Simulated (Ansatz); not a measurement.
## How methods differ on BH2ClO (SMILES OBCl)

BH2ClO has 5 atoms, charge 0, and is taken as a singlet. As SMILES, `OBCl`. The shape was relaxed beforehand at B3LYP/def2-SVP. This is one conformer, not always the lowest.

```xyz
5

O    -0.8622   -0.6203   -0.0035
B     0.3798   -0.1359    0.1371
Cl    0.7927    1.5090   -0.3995
H    -1.4861   -0.0013   -0.4096
H     1.2257   -0.8252    0.6341
```

Quantity: the dissociation energy of the H4–O1 bond into doublet H and doublet BHClO (shapes relaxed at B3LYP/def2-SVP, no zero-point term), in eV. The values are calculated.

```json
{"level": "HF/def2-TZVPP", "kind": "Hartree–Fock", "program": "Ansatz", "value (eV)": "3.77"}
{"level": "PBE/def2-TZVPP", "kind": "GGA", "program": "Ansatz", "value (eV)": "4.84"}
{"level": "r2SCAN/def2-TZVPP", "kind": "meta-GGA", "program": "Ansatz", "value (eV)": "4.87"}
{"level": "B3LYP/def2-TZVPP", "kind": "global hybrid", "program": "Ansatz", "value (eV)": "4.94"}
{"level": "PBE0-D4/def2-TZVPP", "kind": "global hybrid", "program": "Ansatz", "value (eV)": "4.94"}
{"level": "wB97M-V/def2-TZVPP", "kind": "range-separated hybrid", "program": "Ansatz", "value (eV)": "5.11"}
```

The values span 3.77 to 5.11 eV. Hartree–Fock misses the correlation of the electron pair that is broken and comes out low. Measured bond enthalpies also hold zero-point and thermal terms, a few tenths of an eV less.
